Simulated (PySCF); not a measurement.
propene cation (C₃H₆), SMILES C=CC (connectivity only; charge and spin as stated), charge +1, multiplicity 2. Atoms are numbered in the order given.

```xyz
9

C     -1.1922     0.1818    -0.2322
C      0.0572    -0.0349     0.4666
C      1.3092    -0.1723    -0.1739
H     -1.8905    -0.6236     0.0595
H     -1.6831     1.0752     0.1907
H     -1.1060     0.2514    -1.3143
H      0.0368    -0.0993     1.5539
H      1.3803    -0.1401    -1.2577
H      2.2173    -0.3112     0.4051
```
Charge +1, spin multiplicity 2.

The structure is a stationary point at ωB97X-D3(BJ)/def2-TZVP. The spin state was assumed, not searched.

Two levels are set side by side: PBE/pcH-1 (PySCF) and PBE0/pcH-1 (PySCF). Contact hyperfine couplings, same geometry. Differences are taken from unrounded values.

```
quantity                       PBE0
----------------------------  -----
A(iso) of 13C, atom C1 (MHz)  -16.0
A(iso) of 13C, atom C2 (MHz)    8.4
A(iso) of 13C, atom C3 (MHz)   43.0
A(iso) of 1H, atom H4 (MHz)   130.7
A(iso) of 1H, atom H5 (MHz)   118.0
A(iso) of 1H, atom H6 (MHz)    -2.6
A(iso) of 1H, atom H7 (MHz)   -25.2
A(iso) of 1H, atom H8 (MHz)   -45.5
A(iso) of 1H, atom H9 (MHz)   -46.4
```

Problem. What does PBE give, and how far is it from PBE0? (An estimate is asked for; the answer gives what the named calculation found.)

Solution. 
```
quantity                        PBE  PBE minus PBE0
----------------------------  -----  --------------
A(iso) of 13C, atom C1 (MHz)  -14.4             1.6
A(iso) of 13C, atom C2 (MHz)    7.1            -1.3
A(iso) of 13C, atom C3 (MHz)   40.6            -2.5
A(iso) of 1H, atom H4 (MHz)   152.0            21.3
A(iso) of 1H, atom H5 (MHz)   137.5            19.5
A(iso) of 1H, atom H6 (MHz)    -3.9            -1.3
A(iso) of 1H, atom H7 (MHz)   -22.2             3.1
A(iso) of 1H, atom H8 (MHz)   -41.2             4.4
A(iso) of 1H, atom H9 (MHz)   -42.0             4.4
```

Rough cost on one machine, each run with all the roots and properties that it gave: PBE0 against PBE within a factor of 2.
